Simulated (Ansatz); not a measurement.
# SiNO+ (quintet): wave-function methods side by side, def2-QZVPP

One table from this session's results is given with a row withheld; the runs are named, their logs left out.

The runs use Ansatz 0.2.0, Gaussian basis; def2-QZVPP, core rule «outside noble gas», up to 7 orbitals frozen.

The runs, in order: UHF; ROHF; CCSD(T) on UHF.

## What is computed

The geometry is a PBE0/def2-TZVP stationary point (not a proven minimum) of the parent state, kept for this charge and spin.

3 atoms, charge 1, spin multiplicity 5.

Atoms are counted from 1 here; the program's logs count them from 0.

Bond lengths: N1–O2 1.289 Å, O2–Si3 1.710 Å. Angles: N1–O2–Si3 128.1°.

The first run:

File in.yaml:

```yaml
crystal:
  periodic: [false, false, false]
  atoms:
    - {symbol: N, position_ang: [0.000000, -0.294753, 1.597255]}
    - {symbol: O, position_ang: [0.000000, 0.427443, 0.529787]}
    - {symbol: Si, position_ang: [0.000000, -0.096502, -1.098380]}
basis:
  gaussian: {orbitals: "def2-QZVPP.json"}
total_charge: 1
magnetization: {spin_polarized: true, initial_magnetization: 4}
hamiltonian: {xc: hf}
output: {orbitals: {seedname: orbitals}}
```

Started as:

```
> ansatz run in.yaml --threads 1 --pin off --events-out ev --progress --plain --max-ram 2393MiB
```

Among the steps run: UHF; ROHF; CCSD(T) on UHF.

One table of the session follows, with a row left open; its other results are not shown here.

It belongs to the step «Misses and costs». 

```
  method  from UCCSD(T) (meV)
    ROHF                    ?
     UHF             +12838.2
    UMP2              +1069.3
   UCCSD               +625.3
UCCSD(T)                    0
```

Estimate the missing values for ROHF.

**Answer.** from UCCSD(T) (meV): +13172.9. In the column «from UCCSD(T) (meV)» it is the highest.
